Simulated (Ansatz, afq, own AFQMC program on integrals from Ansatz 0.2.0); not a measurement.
**SiGeH2, singlet in cc-pVDZ along one coordinate**

```
atom   x (Å)    y (Å)    z (Å)
  Si  0.0000   0.0000   1.5778
  Ge  0.0000   0.0000  -0.6770
   H  0.0000   1.2330   2.4116
   H  0.0000  -1.2330   2.4116
```

The Si1–Ge2 distance is changed with both sides rigid. Energies in kcal/mol count from this geometry (2.255 Å) at the same level; the start stands on RHF, each point on the determinant named.

Basis cc-pVDZ. Noble-gas cores (and the filled d shells of Ga–Kr and In–Xe) are frozen. Integrals, coupled cluster, full CI and functionals: Ansatz 0.2.0; the random walks run on the same integrals in our own AFQMC program. ph-AFQMC/CISD is guided by a CISD state made of CCSD amplitudes; releasing the constraint for a short imaginary time cuts its bias at the price of noise, slowly where states lie close. Uncertainties: one standard error, sampling alone. No spin–orbit coupling.

Cautions, each for one point or more: (Q) is large, so the cluster series hasn't closed; (T) is large; CCSDT(Q) on the UHF determinant differs, by its state or its frozen core; higher spins were not checked; inner d shell frozen; no relativity below Rb; no spin-orbit coupling; released walk and highest rung disagree; restricted determinant unstable towards unrestricted; strong correlation.

```
r(Si1–Ge2) / Å  det.     T1  weight  B3LYP   PBE0  CCSD(T)
         2.046   RHF  0.019    0.85   11.3   10.5     13.8
         2.490   RHF  0.024    0.82   4.7§   5.8§      3.3
         3.061  RHF¶  0.113    0.64      –      –     31.8
         6.132   RHF  0.012    0.71  69.1§  73.6§     81.3
```

Estimate the curve of CCSDT(Q), counted from the same start.


| r(Si1–Ge2) / Å | det. | T1 | weight | CCSDT(Q) | ph-AFQMC/CISD | released AFQMC |
| --- | --- | --- | --- | --- | --- | --- |
| 2.046 | RHF | 0.019 | 0.85 | 14.0 | 14.3 ± 0.4 | – |
| 2.490 | RHF | 0.024 | 0.82 | 3.1 | 3.5 ± 0.5 | 3.3 ± 0.5* |
| 3.061 | RHF¶ | 0.113 | 0.64 | 31.1 | 34.3 ± 0.8 | 34.8 ± 1.1* |
| 6.132 | RHF | 0.012 | 0.71 | – | 80.0 ± 0.6 | 81.3 ± 1.0* |

Weight is that of the determinant in the CISD state; at the start T1 is 0.020 and the weight 0.84. ¶ marks points with a poor determinant and no full CI, where no value is sure; they don't count among the departures. An asterisk marks released energies that aren't shown to be converged. A dash marks a missing value, a released energy that hasn't settled or a functional that sits on another state. § marks a functional whose ⟨S²⟩ is too high by over 0.1 (PBE0 at the start too). Largest departures from CCSDT(Q), at the points where its series has closed: CCSD(T) 0.2 kcal/mol at 2.490 (on RHF), ph-AFQMC/CISD 0.4 kcal/mol at 2.490 (on RHF) (within the noise). The functionals aren't scored here. In this small basis the wave-function levels are far from their limit, so their gap to the functionals isn't the functionals' error.

CCSDT and higher add their correlation energy to the determinant of the CCSD(T) run, since their own runs factorise the integrals more tightly (a shift of under 2 meV). A walk keeps the symmetry of its determinant, which the program's search chose and which needn't be the lowest solution, so a lower state of the same spin and another symmetry isn't excluded.
